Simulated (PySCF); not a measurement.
Compound: C₅H₅ (doublet state).
Structure used (GFN2-xTB), in Å, numbered top down from 1:
```xyz
10
C5H5 angstrom
C      1.7768   -0.0665   -1.8818
C      1.1254    0.1960   -0.8955
C      0.3759    0.4846    0.2259
C     -0.6320   -0.3632    0.6988
C     -1.3820   -0.1035    1.7972
H      2.3464   -0.2878   -2.7343
H      0.5894    1.4066    0.7498
H     -0.8078   -1.2740    0.1395
H     -2.1483   -0.7797    2.1298
H     -1.2350    0.7920    2.3768
```

The hyperfine couplings belong to this conformer and change with its torsions.

The species is `[CH2]/C=C/C#C` [radical].

Method used: PySCF 2.14.0, UKS B3LYP, pcH-1 on C H, non-relativistic, mean-field spin-orbit, GIAO. The structure is a single GFN2-xTB conformer in the gas phase; no vibrational or solvent corrections. Couplings are sensitive to structure, and on GFN2-xTB geometries they can be far from those on DFT ones. No stability test was run, so a lower SCF solution isn't excluded. ⟨S²⟩ is 0.783 where a pure state has 0.75.

(1) Break the g tensor into its mass correction, gauge correction and orbital-Zeeman/spin–orbit terms.

(2) At 9.346 GHz, how far is the centre of the isotropic spectrum from where a free electron (g = 2.002319) resonates?

(3) What are the electron Larmor frequencies g μB B/h along the three axes at 3350 mT?

(4) In a frozen sample, at which fields do the three g values resonate at 9.5, 34, 94 and 263 GHz (hyperfine left aside), and which band first spreads them over more than twice a line width of 0.5 mT?

Results:

(1) 
```csv
Δg (ppm),1,2,3
relativistic mass correction,-141,-141,-141
gauge correction,-1,27,35
orbital Zeeman/spin–orbit,10,588,802
total,-132,474,695
```

So g = 2.00219, 2.00279, 2.00301 and g_iso = 2.00266; the tensor is rhombic: the two nearest values differ by 27 % of g3 − g1. Axes: g1 is normal to the molecular plane and g3 points within 11° of the C4–C5 bond.

(2) B = hν/(g μB) with μB/h = 13.99624 MHz/mT gives 333.49 mT for the free electron and 333.43 mT at g_iso, 0.06 mT lower.

(3) 93.8774, 93.9058, 93.9162 GHz for g1, g2 and g3, a range of 38.8 MHz.

(4) 
```
band    GHz  B(g3) mT  B(g2) mT  B(g1) mT  spread mT
   X    9.5    338.87    338.90    339.01       0.14
   Q   34.0   1212.78   1212.92   1213.28       0.50
   W   94.0   3352.99   3353.36   3354.38       1.39
   J  263.0   9381.24   9382.27   9385.11       3.88
```

The spread grows in proportion to the frequency. W band is the first where it exceeds 1.0 mT.

The largest Mulliken spin populations are on C3 (+0.58), C5 (+0.53), C1 (+0.40) and C4 (-0.23). Three atoms exceed +0.15. The positive populations add up to 1.52 and the negative ones to -0.52, together 2S = 1. The angles at C3 add up to 360.0°, so it is planar.

The HOMO–LUMO gaps are 5.58 eV among the α and 4.71 eV among the β orbitals.
